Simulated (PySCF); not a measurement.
Compound: C5H6Cl (doublet state).
Structure used (GFN2-xTB), in Å, numbered top down from 1:
```
atom  x, y, z in Å
C1     2.3307    0.5558   -0.4640
C2     1.1713    0.5027   -0.1686
C3    -0.2219    0.3617    0.2597
C4    -0.2237   -0.6048    1.3798
C5    -1.0518   -0.1111   -0.9369
Cl6   -2.7702   -0.2586   -0.4791
H7     3.3412    0.6283   -0.7375
H8    -0.5809    1.3428    0.5936
H9    -0.2148   -1.6574    1.1764
H10   -0.0609   -0.2678    2.3837
H11   -0.7215   -1.0940   -1.2733
H12   -0.9963    0.6017   -1.7597
```

The hyperfine couplings belong to this conformer and change with its torsions.

As a line formula: `C#C[C@H]([CH2])CCl` [radical].

Theory: UKS B3LYP, pcH-1 on C Cl H, non-relativistic, mean-field spin-orbit, GIAO (PySCF 2.14.0). Isolated species at its GFN2-xTB geometry (one conformer only). Couplings are sensitive to structure, and on GFN2-xTB geometries they can be far from those on DFT ones. No stability test was run, so a lower SCF solution isn't excluded.

Principal values of hyperfine tensors in MHz (contact, dipolar and spin–orbit terms together), for some of the nuclei:

```csv
atom,isotope,A1,A2,A3
C4,13C,13.65,14.37,263.21
C2,13C,87.60,91.54,103.59
H10,1H,-104.22,-65.16,-23.74
H9,1H,-102.57,-63.91,-22.18
C3,13C,-30.23,-27.86,-25.83
C5,13C,17.73,17.89,23.56
C1,13C,2.80,4.49,19.98
H7,1H,-7.73,-4.94,0.17
```

Question: Split each tensor into its isotropic and traceless parts, and turn a_iso into mT with g = 2.0027.

Answer: a_iso is a third of the trace, T = A − a_iso, and a(mT) = a(MHz)/(g × 13.996). The tensors hold a spin–orbit part: the run splits a_iso into a_FC + a_SO, and T includes its anisotropic share.

```tsv
atom	a_iso (MHz)	a_FC	a_SO	a_iso (mT)	T1	T2	T3
C4	97.08	97.20	-0.12	3.463	-83.43	-82.71	166.13
C2	94.24	94.24	0.00	3.362	-6.64	-2.70	9.35
H10	-64.37	-64.39	0.01	-2.297	-39.85	-0.79	40.63
H9	-62.89	-62.90	0.01	-2.243	-39.69	-1.02	40.71
C3	-27.97	-27.99	0.01	-0.998	-2.25	0.11	2.14
C5	19.73	19.74	-0.02	0.704	-1.99	-1.83	3.83
C1	9.09	9.10	-0.01	0.324	-6.29	-4.60	10.89
H7	-4.17	-4.17	0.00	-0.149	-3.56	-0.78	4.34
```

Question: What spin density at the nucleus of C5 lies behind its contact coupling (g_N = 1.40482)?

Answer: a_FC = (2μ0/3) gₑ μB g_N μN ρ(0)/(2S·h) = 800.24 MHz × g_N × ρ(0)/(2S), with ρ in bohr⁻³. With a_FC = 19.74 MHz and 2S = 1, ρ(0) = 0.01756 bohr⁻³.

Question: H8 (1H, g_N = 5.58569) isn't in the table. Its spin density at the nucleus is 0.005809 bohr⁻³. What is its contact coupling?

Answer: By the same relation, a_FC = 26.0 MHz. Its full tensor has the principal values 20.37, 21.57, 35.97 MHz.

Question: Name the largest traceless tensor T of the table and describe it.

Answer: C4: -83.4, -82.7, 166.1 MHz (the dipolar term alone has -83.4, -82.6, 166.0), axial, in the ratio −1:−1:+2, the form that spin in one p orbital centred on that nucleus gives.

Question: In a single crystal, with the field along each principal axis of the tensor of H10 in turn, what first-order splitting does this nucleus give (isotropic g, quadrupole terms neglected)?

Answer: 2 lines (I = 1/2), spaced by |A_i|/(g × 13.996): 3.72, 2.32, 0.85 mT along the axes of A1, A2 and A3.
